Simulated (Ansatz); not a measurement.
# AlH₃− (doublet): the correlation ladder, aug-cc-pVDZ

An exercise on one series of results from a longer session: the logs are not shown, and one member is left open.

Method: aug-cc-pVDZ, core rule «outside noble gas», up to 5 orbitals frozen; program: Ansatz 0.2.0, Gaussian basis.

The runs, in order: UHF; CCSD(T) on ROHF; CCSD(T) on UHF; BCCD(T) on ROHF; CISD; CCSDT(Q) on ROHF; CCSDT(Q) on UHF; CASSCF and MRCISD+Q, 7 electrons in 7 orbitals; CASSCF and NEVPT2, 7 electrons in 7 orbitals.

20 further runs of the same task are left out: 3 for a known fault of the program, 5 that didn't finish, 12 set aside as unsound or not needed.

### What is computed

The geometry is a PBE0/def2-TZVPD stationary point (not a proven minimum).

4 atoms, charge -1, spin multiplicity 2.

Atoms are counted from 1 here; the program's logs count them from 0.

Bond lengths: Al1–H2 1.640 Å, Al1–H3 1.640 Å, Al1–H4 1.640 Å. Angles: H2–Al1–H3 110.9°, H2–Al1–H4 110.9°, H3–Al1–H4 110.9°.

Geometry (Å):

```xyz
4
charge -1, multiplicity 2
Al    0.0001   -0.0001   -0.0509
H     1.5592    0.0127    0.4572
H    -0.7909    1.3461    0.4500
H    -0.7706   -1.3558    0.4562
```

Set-up of the first run:

The input, in.yaml:

```yaml
crystal:
  periodic: [false, false, false]
  atoms:
    - {symbol: Al, position_ang: [0.000089, -0.000115, -0.050932]}
    - {symbol: H, position_ang: [1.559162, 0.012743, 0.457166]}
    - {symbol: H, position_ang: [-0.790913, 1.346129, 0.450047]}
    - {symbol: H, position_ang: [-0.770631, -1.355790, 0.456190]}
basis:
  gaussian: {orbitals: aug-cc-pVDZ}
total_charge: -1
magnetization: {spin_polarized: true, initial_magnetization: 1}
hamiltonian: {xc: hf}
output: {orbitals: {seedname: orbitals}}
```

On the command line:

```
> ansatz run in.yaml --threads 1 --pin off --events-out ev --progress --plain --max-ram 2393MiB
```

Among the steps run: UHF; CCSD(T) on ROHF; CCSD(T) on UHF; BCCD(T) on ROHF; CISD; CCSDT(Q) on ROHF; CCSDT(Q) on UHF; CASSCF and MRCISD+Q, 7 electrons in 7 orbitals; CASSCF and NEVPT2, 7 electrons in 7 orbitals.

One table of the session follows, with a row left open; its other results are not shown here.

| method | from UCCSDT(Q) (meV) |
| --- | --- |
| ROHF | +3338.3 |
| UHF | +3317.9 |
| RMP2 | +846.9 |
| UMP2 | +842.0 |
| CISD | +236.4 |
| RCCSD | +84.7 |
| UCCSD | ? |
| RCCSD(T) | +21.8 |
| UCCSD(T) | +21.7 |
| BCCD(T) | +21.3 |
| RCCSDT | +1.6 |
| UCCSDT | +1.5 |
| RCCSDT(Q) | +0.2 |
| UCCSDT(Q) | 0 |
| CASSCF valence | +2236.1 |
| NEVPT2 valence | +842.0 |
| MRCISD valence | +122.9 |
| MRCISD+Q valence | +1.2 |

Estimate the missing values for UCCSD.

As computed: from UCCSDT(Q) (meV): +84.3. In the column «from UCCSDT(Q) (meV)» it lies between RCCSD(T) (+21.8) and RCCSD (+84.7).

To keep in mind: Restricted and unrestricted rows rest on different reference determinants; where their highest levels disagree by more than a few hundredths of an eV, they describe different states and don't form one ladder.
